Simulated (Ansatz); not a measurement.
`BB[SiH3]` and `BBC` differ in one element.

Ansatz, PBE0-D4/def2-TZVP geometries, multiplicity 1. 

```json
{"property": "HOMO energy (ωB97M-V/def2-TZVPP) / eV", "`BB[SiH3]`": "-10.17"}
{"property": "HOMO–LUMO gap (PBE/def2-TZVPP) / eV", "`BB[SiH3]`": "3.68"}
{"property": "HOMO–LUMO gap (ωB97M-V/def2-TZVPP) / eV", "`BB[SiH3]`": "9.96"}
{"property": "HOMO–LUMO gap (B3LYP/def2-TZVPP) / eV", "`BB[SiH3]`": "5.47"}
{"property": "HOMO energy (B3LYP/def2-TZVPP) / eV", "`BB[SiH3]`": "-7.82"}
{"property": "zero-point energy (PBE0-D4/def2-TZVP) / kJ/mol", "`BB[SiH3]`": "145.5"}
```

Q: What does the change do to each property? (Estimate.)

A: The calculation gave: 
| property | `BBC` | shift |
| --- | --- | --- |
| HOMO energy (ωB97M-V/def2-TZVPP) / eV | -10.30 | -0.13 |
| HOMO–LUMO gap (PBE/def2-TZVPP) / eV | 4.12 | 0.44 |
| HOMO–LUMO gap (ωB97M-V/def2-TZVPP) / eV | 10.65 | 0.69 |
| HOMO–LUMO gap (B3LYP/def2-TZVPP) / eV | 6.07 | 0.60 |
| HOMO energy (B3LYP/def2-TZVPP) / eV | -7.84 | -0.02 |
| zero-point energy (PBE0-D4/def2-TZVP) / kJ/mol | 177.0 | 31.5 |

B3LYP here is the variant with VWN-RPA as its local correlation; programs differ in this.
